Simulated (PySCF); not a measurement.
**Functional dependence of a UV spectrum**

CuCl (singlet state).
Numbering: `[Cl:1][Cu:2]`

Linear-response calculations in the def2-SVPD basis (PySCF; singlets by full response, triplets Tamm–Dancoff, core orbitals frozen in the response; HF means time-dependent Hartree–Fock). 'Strongest' is the level of largest summed f among the singlets computed (10 roots, of which the last may lack a degenerate partner); it can jump between rows when another state enters that window. S1 is the lowest singlet of each run and needn't be the same state throughout; f(S1) is that of one state. Isolated species at its PBE0-D3(BJ)/def2-SVP geometry, gas phase.

```csv
functional,kind,S1 (eV),f(S1),strongest (eV),T1 (eV),HOMO (eV),gap (eV),"ionisation energy, ΔSCF (eV)"
LDA,LDA,2.19,0.007,2.66,1.86,-6.03,2.04,10.08
PBE,GGA,2.10,0.006,2.54,1.72,-5.80,1.97,9.78
B3LYP,"global hybrid, 20% exact exchange",2.47,0.008,5.61,2.07,-7.15,3.85,9.99
PBE0,"global hybrid, 25% exact exchange",2.71,0.009,5.87,2.22,-7.35,4.48,9.93
BHandHLYP,"global hybrid, 50% exact exchange",3.21,0.014,6.25,2.61,-8.65,6.43,9.97
CAM-B3LYP,range-separated hybrid,2.62,0.008,2.62,2.10,-8.78,6.63,10.05
wB97X-D,range-separated hybrid,2.80,0.010,2.91,2.47,-9.25,8.09,10.02
LC-wPBE,range-separated hybrid,2.63,0.007,5.37,2.10,-10.00,9.11,10.03
HF,Hartree–Fock,4.28,0.010,4.57,3.63,-10.50,10.11,not settled
```

S1 runs from 2.10 eV (PBE) to 4.28 eV (HF), a spread of 2.18 eV, while the orbital gap spreads over 8.1 eV. Along PBE (0%), B3LYP (20%), PBE0 (25%), BHandHLYP (50%), HF (100%) S1 rises with the share of exact exchange. −ε(HOMO) comes closest to its own ΔSCF ionisation energy with LC-wPBE (-0.03 eV) and misses most with LDA (-4.05 eV). 'Not settled' means that the ion's SCF failed to converge or may have ended in another state than the lowest.
